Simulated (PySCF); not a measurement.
An unknown is described by computed data only.

Formula: C3H4FN.

- Couplings: largest of the computed one-bond spin–spin couplings (means over like bonds): 19F–13C -359.2, 13C–1H +203.7, 13C–1H +191.3, 13C–1H +166.1, 13C–1H +160.8, 13C–13C +107.1, 15N–13C -9.3, 15N–13C -2.0 Hz [B3LYP/pcJ-1]
- Rotational structure: rotational constants A, B, C: 19.285, 2.945, 2.555 GHz [GFN2-xTB]
- Dipole: 2.68 D [PBE0/pcSseg-1]
- NMR, other nuclei: isotropic shieldings of nuclei other than C and H, by class: -120 (1 N), 286 (1 F) ppm [GIAO PBE0/pcSseg-1]
- 13C NMR: chemical shifts (computed TMS as zero) by class: 160.4 (1 C), 153.3 (1 C), 131.5 (1 C) ppm [GIAO PBE0/pcSseg-1]
- 1H NMR: chemical shifts (computed TMS as zero) by class: 7.55 (1 H), 7.15 (1 H), 6.74 (1 H), 6.14 (1 H) ppm [GIAO PBE0/pcSseg-1]

Electronic properties: PySCF, gas phase, density fitting. Levels stand in brackets. Geometry: GFN2-xTB, one conformer, isolated molecule. Each NMR value is the plain mean over a class of atoms that symmetry, rotation or inversion makes alike.

Question: Propose a structure and show how it fits.

Answer: Numbering: `[CH2:1]=[N:2]/[CH:3]=[CH:4]\[F:5]`. Its formula, C3H4FN, gives 2 degrees of unsaturation: 0 rings and 2 π bonds in the structure found. 3 carbons fall into 3 classes; from least to most shielded: vinylic C–F carbon [C4] (160.4 ppm), imine carbon [C1] (153.3 ppm), vinylic carbon bearing nitrogen [C3] (131.5 ppm). Hydrogen classes from least to most shielded: 1 H on an imine carbon, C1 (7.55 ppm), 1 H on an imine carbon, C1 (7.15 ppm), 1 H on a vinylic C–F carbon, C4 (6.74 ppm), 1 H on a vinylic carbon bearing nitrogen, C3 (6.14 ppm). The other shieldings belong to: -120 ppm, imine nitrogen [N2]; 286 ppm, vinyl fluorine [F5]. The couplings run between: -359.2 Hz, vinyl fluorine [F5] and vinylic C–F carbon [C4]; +203.7 Hz, vinylic C–F carbon [C4] and its hydrogen; +191.3 Hz, imine carbon [C1] and its hydrogen; +166.1 Hz, vinylic carbon bearing nitrogen [C3] and its hydrogen; +160.8 Hz, imine carbon [C1] and its hydrogen; +107.1 Hz, vinylic carbon bearing nitrogen [C3] and vinylic C–F carbon [C4]; -9.3 Hz, imine nitrogen [N2] and imine carbon [C1]; -2.0 Hz, imine nitrogen [N2] and vinylic carbon bearing nitrogen [C3]. The optimised geometry has point group Cs and is an asymmetric top. Structure: `C=N/C=C\F`. Computed isomers that give other values at the same levels: `C[C@@H](F)C#N` (rotational constant A: 8.785 GHz; this holds for the one conformer computed); `FC[C@H]1C=N1` (13C chemical shifts (computed TMS as zero) by class: 180.7 (1 C), 94.1 (1 C), 26.3 (1 C) ppm); `FCC1=NC1` (13C chemical shifts (computed TMS as zero) by class: 180.3 (1 C), 81.9 (1 C), 21.0 (1 C) ppm). The assignments are read from this structure; whether some other isomer fits the data as well wasn't checked.

Conformer computed: `[CH2:1]=[N:2]/[CH:3]=[CH:4]\[F:5]`: C1–N2–C3–C4 180°.
